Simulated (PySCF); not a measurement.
# A search over the determinants of Si₂⁻

Unrestricted PBE0; PySCF, no relativity, basis sets Si def2-TZVPPD. Outer shells of the fragments: Si 3s2 3p2; Si− 3s2 3p3.

Followed along the bond (rough minima from three points):

| 2Ms+1 | unpaired | ⟨S²⟩ at the start | R at minimum (Å) | Te (eV) |
| --- | --- | --- | --- | --- |
| 2 | π ↑ | 0.75 | 2.18 | 0.00 |
| 2 | σ ↑ | 0.76 | 2.10 | 0.09 |

Solutions found at the starting distance of 2.330 Å, counted from the lowest of them; the search is not exhaustive and high or unbound solutions are not listed, so other states can lie among these:

```
2Ms+1  unpaired  term  E (eV)  ⟨S²⟩  ⟨Lz²⟩
    2       π ↑    ²Π    0.00  0.75   1.01
    2       σ ↑   ²Σ⁺    0.31  0.76   0.00
```

A term symbol is given only where ⟨S²⟩ and ⟨Lz²⟩ are close to those of a pure state; real π, δ and φ orbitals otherwise mix terms, and g/u labels are left off.

Q: Compare the gap between the two lowest followed solutions at the starting distance with the gap between their minima.

A: At PBE0 the second solution (doublet, unpaired electrons σ ↑) lies +0.31 eV from the first (doublet, unpaired electrons π ↑) at 2.330 Å and +0.09 eV at the minima; the two curves relax by different amounts, since their minima lie near 2.10 and 2.18 Å.
